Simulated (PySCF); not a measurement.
**Which functional comes closest?**

Molecule: SMILES c1ccsc1, C₄H₄S.

Numbering as in the mapped SMILES `[cH:1]1[cH:2][cH:3][s:4][cH:5]1` (H(Xn): hydrogen on atom n).

Geometry PBE0-D3(BJ)/def2-SVP throughout; GIAO in PySCF 2.14, gas phase, one conformer, non-relativistic; equivalent atoms averaged; basis pcSseg-2.

Reference values (measured; solution, CS2 (90 %); H. L. Retcofsky, R. A. Friedel, J. Am. Chem. Soc. 94 (1972) 6579): δ(S4) = 220.0 ppm vs CS2. Computed shifts are taken against CS2, calculated as an isolated molecule at each level.

Q: How do the functionals HF, LDA, PBE, BLYP, BP86, OPBE, KT2, KT3, B97-D, B3LYP, PBE0, mPW1PW91, WP04, B97-2, BHandHLYP, CAM-B3LYP, wB97X-D, LC-wPBE perform against the reference? Times are CPU seconds on shared hosts with different chips, so compare them loosely; the GGAs took longer than the global hybrids here, which isn't the general rule, and the cause wasn't traced.

A: 
```csv
functional,kind,S4,abs. error S,core-s
HF,Hartree–Fock,202.3,17.7,16
LDA,LDA,282.0,62.0,34
PBE,GGA,259.8,39.8,45
BLYP,GGA,273.3,53.3,52
BP86,GGA,261.7,41.7,47
OPBE,GGA,234.0,14.0,48
KT2,GGA,236.5,16.5,59
KT3,GGA,230.9,10.9,47
B97-D,GGA,256.6,36.6,48
B3LYP,global hybrid,261.7,41.7,36
PBE0,global hybrid,245.5,25.5,15
mPW1PW91,global hybrid,246.4,26.4,34
WP04,global hybrid,254.6,34.6,19
B97-2,global hybrid,242.1,22.1,19
BHandHLYP,global hybrid,242.4,22.4,18
CAM-B3LYP,range-separated hybrid,260.2,40.2,25
wB97X-D,range-separated hybrid,247.8,27.8,24
LC-wPBE,range-separated hybrid,242.2,22.2,35
```

For 33S the closest is KT3 (10.9 ppm) and the furthest LDA (62.0 ppm). One molecule is a small sample, and vibrational and solvent effects are absent from the calculation.
